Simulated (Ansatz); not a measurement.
## What each rung costs, and what it gives

The pair of SiH₄O (SMILES [SiH3]O, atoms 1–6) and PH₃ (SMILES P, atoms 7–10), both closed shells, in one local arrangement (a lower one may exist), relaxed at PBE0-D4/def2-TZVP:

```xyz
10
angstrom
Si 0.2650 0.3210 -1.7176
O -1.0913 0.0710 -0.8069
H -0.0980 0.6044 -3.1345
H 0.9448 1.4955 -1.1285
H 1.1687 -0.8599 -1.7018
H -1.6919 -0.6181 -1.0932
P 0.5275 -0.2611 1.9840
H -0.3736 0.8201 2.1509
H 0.8423 -0.3317 3.3682
H -0.4934 -1.2410 2.0795
```

Interaction energies are counterpoise-corrected; the time is that of the whole pair.

Ansatz 0.2.0; basis: as named in each row; cores frozen in the correlated methods. B3LYP uses VWN-RPA correlation. Extrapolation: Hartree–Fock as exp(−7.88 √X), correlation as X^−2.97.

Times are rough, for one single point on 4 threads of a shared host (Arm Neoverse V2).

The estimate by CCSD(T) at an estimated basis limit (MP2 extrapolated from triple and quadruple zeta, plus CCSD(T) − MP2 in triple zeta) is -0.073 eV.

```tsv
method	basis	time (s)	interaction energy (eV)	method less estimate
HF	STO-3G	under 1	0.025	0.098
PBE-D4	STO-3G	under 1	-0.049	0.024
SPW92	def2-SVP	under 1	-0.120	-0.046
B3LYP-D4	6-31G	under 1	-0.110	-0.037
PBE-D4	def2-SVP	under 1	-0.086	-0.012
PBE0-D4	def2-SVP	under 1	-0.087	-0.013
CCSD(T)	def2-SVP	1	-0.010	0.063
PBE-D4	def2-TZVPPD	1	-0.091	-0.018
revPBE-D4	def2-TZVPPD	2	-0.086	-0.012
BLYP-D4	def2-TZVPPD	2	-0.085	-0.012
HSE06-D4	def2-TZVPPD	2	-0.085	-0.012
PBE0-D4	def2-TZVPPD	2	-0.086	-0.013
B3LYP-D4	def2-TZVPPD	2	-0.088	-0.015
wB97M-V	def2-SVP	3	-0.076	-0.003
r2SCAN-D4	def2-TZVPPD	3	-0.076	-0.003
B2PLYP	def2-TZVPPD	4	-0.021	0.053
wB97X-V	def2-TZVPPD	6	-0.076	-0.002
B97M-V	def2-TZVPPD	7	-0.076	-0.002
wB97M-V	def2-TZVPPD	7	-0.078	-0.005
MP2	def2-QZVPPD	14	-0.071	0.002
CCSD(T)	def2-TZVPPD	69	-0.059	0.014
```

T1 diagnostic: at most 0.014.
